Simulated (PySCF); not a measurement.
For zinc-blende BP, PBE (GTH pseudopotentials, Gaussian basis; PySCF) gives:

```
Item                              Value
------------------------------  -------
equilibrium lattice constant a  4.548 Å
bulk modulus                    160 GPa
band gap at the measured cell   1.21 eV
```

Q: What does Hartree–Fock in PySCF (GTH pseudopotentials, Gaussian basis) give for the same quantities?

A: 
- lattice constant a: 4.584 Å (rises by 0.8 %)
- bulk modulus: 177 GPa (increases by 11 %)
- band gap at the measured cell: 8.22 eV (grows by 7.01 eV)

For comparison: lattice constant a 4.525 Å (measured, static lattice: zero-point anharmonic expansion removed; as tabulated in Mejia-Rodriguez and Trickey (2018), arXiv:1807.09216); bulk modulus 176 GPa (measured, 0 K, zero-point effect removed, our sources range from 168 to 176; as tabulated in Goldzak et al. (2022), arXiv:2208.04865); band gap 2.2 eV (measured, zero-point renormalisation of 0.106 eV removed from the gap extrapolated to 0 K (as printed); the shift is computed, second of two values printed, our sources range from 2.20 to 2.50; as tabulated in X. Ren, F. Merz, H. Jiang et al., All-electron periodic G0W0 implementation …).

Changes are worked out from the printed values.

Unless a cell is named, each level is at its own relaxed cell (PBE 11.76, Hartree–Fock 12.04 Å³/atom).

Density-functional gaps are differences of (generalised) Kohn–Sham levels.
